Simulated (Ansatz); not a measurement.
CH3S−, SMILES `C[S-]`, 5 atoms. The species carries charge -1 and has multiplicity 1. All runs use 2 threads of a server CPU on a shared host. Correlated methods freeze the cores.

**Question.** How many basis functions does each run have, and how long does it take in Ansatz? RKS PBE0-D4/def2-TZVPD relaxation (4 steps); RHF-CCSD(T)/def2-QZVPPD energy; direct RPA on PBE orbitals/def2-TZVPPD energy; RKS ωB97M-V/def2-TZVPPD energy and forces; RKS PBE-D4/def2-TZVPPD energy and forces; RHF-CCSD(T)/def2-TZVPPD energy; RKS PBE0-D4/def2-QZVPPD energy; RKS r2SCANh-D4/def2-TZVPPD energy; RKS PBE0-D4/def2-TZVPD frequencies; RKS ωB97M-V/def2-QZVPPD energy; RKS PBE0-D4/def2-SVPD energy; RKS revPBE-D4/def2-TZVPPD energy. (An estimate is asked.)

**Answer.** The calculation gave: Other jobs shared the machine, so times are rough.

```csv
level,job,functions,wall time,peak host memory (GiB)
RKS PBE0-D4/def2-SVPD,energy,71,0.96 s,0.25
RKS revPBE-D4/def2-TZVPPD,energy,139,1.4 s,0.25
RKS PBE-D4/def2-TZVPPD,energy and forces,139,1.8 s,0.25
direct RPA on PBE orbitals/def2-TZVPPD,energy,139,2.8 s,0.25
RKS r2SCANh-D4/def2-TZVPPD,energy,139,3.9 s,0.25
RKS PBE0-D4/def2-QZVPPD,energy,241,4.3 s,0.49
RKS ωB97M-V/def2-TZVPPD,energy and forces,139,6.5 s,0.28
RHF-CCSD(T)/def2-TZVPPD,energy,139,6.5 s,0.59
RKS PBE0-D4/def2-TZVPD,relaxation (4 steps),110,9 s,0.25
RKS ωB97M-V/def2-QZVPPD,energy,241,11 s,0.59
RKS PBE0-D4/def2-TZVPD,frequencies,110,24 s,0.25
RHF-CCSD(T)/def2-QZVPPD,energy,241,38 s,3
```
